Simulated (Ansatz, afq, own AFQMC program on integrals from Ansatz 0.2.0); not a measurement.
**CH2Ge, triplet in cc-pVDZ, levels against CCSDT(Q)**

| atom | x (Å) | y (Å) | z (Å) |
| --- | --- | --- | --- |
| Ge | 0.0000 | 0.0000 | 0.3308 |
| C | 0.0000 | 0.0000 | -1.6265 |
| H | 0.0000 | 0.9089 | -2.2295 |
| H | 0.0000 | -0.9089 | -2.2295 |

Connectivity, by distances: Ge–CH2.

Basis cc-pVDZ. Noble-gas cores (and the filled d shells of Ga–Kr and In–Xe) are frozen. Ansatz 0.2.0 and our own AFQMC program on the same integrals; the CISD trial comes from CCSD amplitudes, and released means the phaseless constraint is let go. Free projection: walkers drawn from exp(T), propagated without any constraint. Its projection time is finite, and what remains of the start isn't in its error. ± is one standard error of the sampling. No spin–orbit coupling.

Determinant: UHF, the one that the program's search chose, which needn't be the lowest solution. The geometry is a point of a scan.

No full CI on the walks' own integrals is used here; CCSDT(Q) serves as the reference and is uncertain by about the last step of the cluster series.

Cautions: no relativity below Rb; no spin-orbit coupling; inner d shell frozen; lower spins were not checked.

The T1 diagnostic is 0.0183. The weight of the determinant in the CISD state is 0.887 and the ⟨S²⟩ of the determinant is 2.024. The size of the correlated space is 10 electrons in 36 orbitals.

Reference: CCSDT(Q), correlation energy -5.773 eV. The released energy is read at 2.40 1/Eh (meV from the phaseless value at times in 1/Eh: -12 ± 13 at 0.24, -10 ± 9 at 0.51, -20 ± 9 at 0.99, -20 ± 13 at 1.62, -24 ± 17 at 2.40).

```csv
level,E − E(reference) (kJ/mol),share of correlation (%)
HF,557.0,0.00
MP2,105.2,81.12
CCSD,17.9,96.79
CCSD(T),3.4,99.39
CCSDT,0.9,99.84
ph-AFQMC/HF,-2.2 ± 5.7,100.39
ph-AFQMC/CISD,2.4 ± 1.0,99.56
released AFQMC,0.1 ± 1.7,99.99
free AFQMC,1.4 ± 0.9,99.76
```

Free projections are given only where their last times agree within the noise and don't stop above the reference; a slow remainder of the start can still hide under it. A walk keeps the symmetry of its determinant, which the program's search chose and which needn't be the lowest solution, so a lower state of the same spin and another symmetry isn't excluded. Released energies are given only where the last usable release times agree within the noise; a slower fall can still hide under it.
